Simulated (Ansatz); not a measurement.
**Lattice parameter a of W (model structure, started from the omega type, P6/mmm, No. 191, 3 atoms in the cell) at several levels of theory**

No measured value is used here.

| level (code) | value (Å) |
|---|---|
| PBE (Ansatz) | [?] |
| PBEsol (Ansatz) | 4.645 |
| PBE-D3(BJ) (Ansatz) | 4.650 |

Problem. Some entries are withheld; supply them.

Solution. 
- PBE (Ansatz, an electronic-structure program), value (Å): 4.690

Density-functional levels without +SOC have no spin–orbit coupling. Ansatz's density-functional and Hartree–Fock values are scalar-relativistic unless marked +SOC, with PAW data made under PBE.

A model structure was made by putting elements into a prototype or built by hand; it is no filed structure, need not be a known phase, and can be a saddle point held by its symmetry.
